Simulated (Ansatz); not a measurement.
Geometry optimisation, Ansatz, UHF/def2-SVP.

Input:

```yaml
crystal:
  periodic: [false, false, false]
  atoms:
    - { symbol: O, position_ang: [-1.07498, -1.68282, 0.95438] }
    - { symbol: Si, position_ang: [-0.6408, -0.55221, 0.04255] }
    - { symbol: Al, position_ang: [1.43828, 0.68066, 0.60926] }
    - { symbol: H, position_ang: [-1.49338, -0.25928, -1.14357] }
    - { symbol: H, position_ang: [1.77088, 1.81365, -0.46262] }
magnetization:
  spin_polarized: true
  initial_magnetization: 1
basis:
  gaussian: { orbitals: def2-SVP }
hamiltonian:
  xc: hf
relax:
  f_tol: 0.02
  max_steps: 50
```

Command:

```bash
$ ansatz run input.yaml --threads 1 --pin off --max-ram 2048MiB --backend cpu --events-out ev --progress --plain --runs-dir out
```

Where does it end, and by what steps?

The run converged. After 14 steps the energy has fallen by 0.126 eV; Al3 moved furthest, 0.75 Å.

```
step  energy less start (eV)  largest force component (eV/Å)  accepted
   0                  0.0000                           0.446       yes
   1                  0.0150                           0.390        no
   2                 -0.0368                           0.148       yes
   3                 -0.0375                           0.084       yes
   4                 -0.0392                           0.133       yes
   5                 -0.0518                           0.582       yes
   6                 -0.0547                           0.719       yes
   7                 -0.1039                           0.156       yes
   8                 -0.1144                           0.160       yes
   9                 -0.1198                           0.117       yes
  10                 -0.0915                           0.505        no
  11                 -0.1247                           0.052       yes
  12                 -0.1254                           0.051       yes
  13                 -0.1259                           0.037       yes
  14                 -0.1260                           0.005       yes
```

```xyz
5
Properties=species:S:1:pos:R:3
O -0.665 -1.836 0.746
Si -0.735 -0.520 0.002
Al 0.948 1.243 0.507
H -1.849 -0.202 -0.934
H 2.300 1.315 -0.320
```

Whether the end is a true minimum wasn't checked by a vibrational analysis.

Run time: 21 s on 1 thread of Arm Neoverse V1, on a shared host, peak memory 0.12 GiB.
